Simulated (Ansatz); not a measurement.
`OC(F)(Cl)Cl` + H₂O → `OC(O)(Cl)Cl` + H–F at 400 K and 1 bar (formal hydrolysis of a C–F bond).

Isolated molecules relaxed with PBE0-D4/def2-TZVP in Ansatz; ΔE leaves out vibrations. CCSD(T)/CBS is the MP2 limit (def2-TZVPP, def2-QZVPP) plus CCSD(T) − MP2 in def2-TZVPP, frozen cores. This one scheme is used for every species. Each species was taken in one conformer, which may not be the lowest.

| species | CCSD(T)/CBS energy (Eh) | H − E (kJ/mol) | S (J/(mol·K)) |
| --- | --- | --- | --- |
| `OC(F)(Cl)Cl` | -1133.16081 | 91.8 | 339.3 |
| H₂O | -76.37941 | 69.8 | 198.6 |
| `OC(O)(Cl)Cl` | -1109.14822 | 125.6 | 340.3 |
| H–F | -100.39570 | 36.5 | 182.2 |

H − E and S are ideal-gas, rigid-rotor, harmonic terms from PBE0-D4/def2-TZVP, for one conformer and one mirror image of each species. 1 Eh = 2625.50 kJ/mol, R = 8.31446 J/(mol·K).

Question: By hand: ΔE, ΔH, ΔS and ΔG.

Answer: ΔE = (-1109.14822) + (-100.39570) − (-1133.16081) − (-76.37941) = -0.00370 Eh = -9.7 kJ/mol. Δ(H − E) = 125.6 + 36.5 − 91.8 − 69.8 = 0.5, so ΔH = -9.2 kJ/mol. ΔS = 340.3 + 182.2 − 339.3 − 198.6 = -15.4 J/(mol·K). ΔG = -9.2 − 400 × (-15.4)/1000 = -3.0 kJ/mol.

Question: By hand: the equilibrium constant, and the temperature at which ΔG would vanish if ΔH and ΔS stayed fixed.

Answer: log₁₀ K = −ΔG/(RT ln 10) = 0.4. ΔG = 0 at ΔH/ΔS = 597 K, though so small a ΔH makes that figure unsure.

TΔS isn't small against ΔH here. The sign of ΔG lies within the doubt. A doubt of 5 kJ/mol in ΔE shifts log₁₀ K by 0.7 here. Other conformers and mirror images would add mixing entropy, several J/(mol·K) or more a flexible species. These are equilibria of isolated gas molecules and say nothing of rates. Largest T1 diagnostic: 0.011 (customary marks: 0.02 for closed shells, 0.045 for open ones).
